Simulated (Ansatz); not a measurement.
in.yaml

```yaml
crystal:
  periodic: [false, false, false]
  atoms:
    - {symbol: Ni, position_ang: [0.000000, 0.000000, 0.000000]}
    - {symbol: Ge, position_ang: [0.000000, 0.000000, 2.356800]}
basis:
  gaussian: {orbitals: def2-SVP}
total_charge: 1
magnetization: {spin_polarized: true, initial_magnetization: 1}
correlation: {method: ccsdt_q, electrons: outside_noble_gas}
```

```sh
$ ansatz run in.yaml --threads 1 --pin off --events-out ev --progress --plain --max-ram 2393MiB
```

Q: Roughly how long does this take on 1 thread of Arm Neoverse V1, shared host, and how much host memory?

A: 6.7 min wall and 0.53 GiB.

```
1052 factors; integrals over basis functions are off by at most 1.9e-7 eV
mean field evaluation 1: about -97407.6349 eV, gradient 1.1e2 eV
mean field evaluation 2: about -97407.7121 eV, gradient 1.1e2 eV
mean field evaluation 4: about -97424.8321 eV, gradient 7.6e1 eV
mean field evaluation 8: about -97450.8071 eV, gradient 5.2e0 eV
mean field evaluation 16: about -97450.9266 eV, gradient 2.3e0 eV
mean field evaluation 32: about -97455.6723 eV, gradient 4.9e-1 eV
mean field evaluation 64: about -97438.4258 eV, gradient 1.0e2 eV
mean field evaluation 96: about -97455.8878 eV, gradient 3.4e-2 eV
mean field evaluation 128: about -97455.3736 eV, gradient 3.7e0 eV
mean field evaluation 160: about -97455.6005 eV, gradient 6.7e-1 eV
...
cycle  40  -9.31421194 eV  change    4.9e-6 eV  update   1.1e-5
cycle  41  -9.31421595 eV  change   -4.0e-6 eV  update   7.4e-6
cycle  42  -9.31421780 eV  change   -1.8e-6 eV  update   7.4e-6
cycle  43  -9.31422057 eV  change   -2.8e-6 eV  update   5.8e-6
cycle  44  -9.31422219 eV  change   -1.6e-6 eV  update   5.7e-6
cycle  45  -9.31422256 eV  change   -3.7e-7 eV  update   4.7e-6
cycle  46  -9.31422277 eV  change   -2.1e-7 eV  update   3.3e-6
cycle  47  -9.31422318 eV  change   -4.1e-7 eV  update   3.6e-6
cycle  48  -9.31422167 eV  change    1.5e-6 eV  update   2.0e-6
cycle  49  -9.31422081 eV  change    8.5e-7 eV  update   1.6e-6
perturbative correction -0.21576412 eV, -0.0079291853 hartree
Total energy: -97465.02595465 eV, -3581.7736396660 hartree
```
